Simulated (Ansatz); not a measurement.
Consider the hydrogenolysis of a C–C bond: `CC(=N)C(C)=O` + H₂ → `CC(=N)C=O` + CH₄.

Isolated molecules relaxed with PBE0-D4/def2-TZVP in Ansatz; ΔE leaves out vibrations. CCSD(T)/CBS adds triple-zeta CCSD(T) − MP2 to the extrapolated MP2 energy (def2 sets, frozen cores). This one scheme is used for every species. DFT in def2-TZVPP. HSE06 is defined as in plane-wave codes. Each species was taken in one conformer, which may not be the lowest.

```json
{"level": "LDA (SPW92)", "ΔE (kJ/mol)": "-18.9", "difference from CCSD(T)/CBS": "10.0"}
{"level": "BLYP-D4", "ΔE (kJ/mol)": "-30.1", "difference from CCSD(T)/CBS": "-1.2"}
{"level": "HSE06-D4", "ΔE (kJ/mol)": "-28.7", "difference from CCSD(T)/CBS": "0.2"}
{"level": "CAM-B3LYP-D4", "ΔE (kJ/mol)": "-31.2", "difference from CCSD(T)/CBS": "-2.3"}
{"level": "ωB97M-V", "ΔE (kJ/mol)": "-28.5", "difference from CCSD(T)/CBS": "0.4"}
{"level": "PBE-QIDH", "ΔE (kJ/mol)": "-29.8", "difference from CCSD(T)/CBS": "-0.9"}
{"level": "revPBE", "ΔE (kJ/mol)": "-40.0", "difference from CCSD(T)/CBS": "-11.1"}
{"level": "PBE0", "ΔE (kJ/mol)": "-33.6", "difference from CCSD(T)/CBS": "-4.7"}
{"level": "LC-ωPBE", "ΔE (kJ/mol)": "-32.8", "difference from CCSD(T)/CBS": "-3.9"}
{"level": "HF/def2-SVP", "ΔE (kJ/mol)": "-46.1", "difference from CCSD(T)/CBS": "-17.2"}
{"level": "MP2/def2-SVP", "ΔE (kJ/mol)": "-30.3", "difference from CCSD(T)/CBS": "-1.4"}
{"level": "MP2/def2-TZVPP", "ΔE (kJ/mol)": "-27.6", "difference from CCSD(T)/CBS": "1.3"}
{"level": "SCS-MP2/def2-TZVPP", "ΔE (kJ/mol)": "-32.4", "difference from CCSD(T)/CBS": "-3.5"}
{"level": "CCSD/def2-TZVPP", "ΔE (kJ/mol)": "-34.3", "difference from CCSD(T)/CBS": "-5.4"}
{"level": "MP2/def2-QZVPP", "ΔE (kJ/mol)": "-26.2", "difference from CCSD(T)/CBS": "2.7"}
{"level": "HF/CBS(def2)", "ΔE (kJ/mol)": "-44.0", "difference from CCSD(T)/CBS": "-15.1"}
{"level": "CCSD(T)/CBS", "ΔE (kJ/mol)": "-28.9", "difference from CCSD(T)/CBS": "0"}
```

Largest T1 diagnostic among the species: 0.014.

Leaving LDA and LC-ωPBE aside and taking each functional with its dispersion term where it has one, the values, not all of them listed here, spread over 12.7 kJ/mol, from B2PLYP to revPBE-D4. LDA lies +15.0 kJ/mol from PBE without D4. From BLYP to BHLYP (50 % exact exchange), in def2-TZVPP and without D4, ΔE moves by +3.8 kJ/mol.
